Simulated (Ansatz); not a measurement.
## [OH···H···GeH3], doublet: transfer scan

Starting geometry:

```xyz
7

O    -2.6235   -0.0100    0.0000
H    -2.8728    0.9166    0.0000
H    -1.6640   -0.0100    0.0000
Ge    0.5965   -0.0100    0.0000
H     1.0651   -1.4759    0.0000
H     1.0651    0.7230   -1.2695
H     1.0651    0.7230    1.2695
```

From there H3 is moved from one fragment to the other while all else, the fragments' distance too, stays fixed, so the hump isn't the reaction's barrier; atoms are numbered as listed. Energies are in kcal/mol, counted from the starting geometry at the same level. Kohn–Sham curves are unrestricted where that lies lower.

Basis cc-pVDZ; Ansatz 0.2.0. Correlated methods freeze the noble-gas cores and the filled d shells of p-block atoms. R marks a restricted (for open shells ROHF) determinant, U an unrestricted one. No spin–orbit coupling is included, and no scalar relativity.

Full CI isn't at hand for all of this; UCCSDT(Q) serves as the reference, and is uncertain by about the last step of the cluster series. The frozen core follows each run's orbitals, which can shift R against U totals by a few meV for light atoms and by up to 0.1 eV past Ca.

```tsv
distance O1-H3 (Å)	UCCSDT(Q)	curve A	curve B	curve C	curve D
0.892	3.7	4.4	1.7	3.9	3.6
0.960	0.0	0.0	0.0	0.0	0.0
1.064	4.4	2.8	7.7	3.7	4.4
1.168	13.9	10.3	21.0	12.5	14.0
1.273	23.4	18.2	34.7	21.5	23.7
1.377	29.5	23.5	38.5	27.4	29.8
1.481	31.2	25.9	31.4	29.3	31.3
1.586	30.2	26.7	24.3	29.0	30.2
1.690	29.7	27.9	20.0	29.2	29.6
```

**Question.** The curves come from B2PLYP, BCCD(T), RHF, r2SCAN. Compare each with UCCSDT(Q) and say which is which.

**Answer.** A: r2SCAN, B: RHF, C: B2PLYP, D: BCCD(T). Spread of the error against UCCSDT(Q), over the points where both stand: A 6.8, B 20.9, C 2.4, D 0.3 kcal/mol. 

In so small a basis the reference is far from its limit while semilocal and hybrid functionals are nearer theirs (RPA and double hybrids share much of the reference's basis error), so the functionals' errors here hold much of the reference's basis and frozen-core error, which can add to them or hide them.
